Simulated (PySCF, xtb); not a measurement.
CH4O, SMILES CO.

GFN2-xTB run with xtb at its own geometry gives an orbital gap of 13.10 eV and a dipole moment of 1.92 D.

Geometry: B3LYP-D3(BJ)/def2-TZVP.

Problem. What does B3LYP/def2-TZVPD run with PySCF give? (An estimate is asked for; the answer gives what the named calculation found.)

Solution. gap 7.67 eV (levels -7.75 and -0.08 eV), dipole 1.66 D.
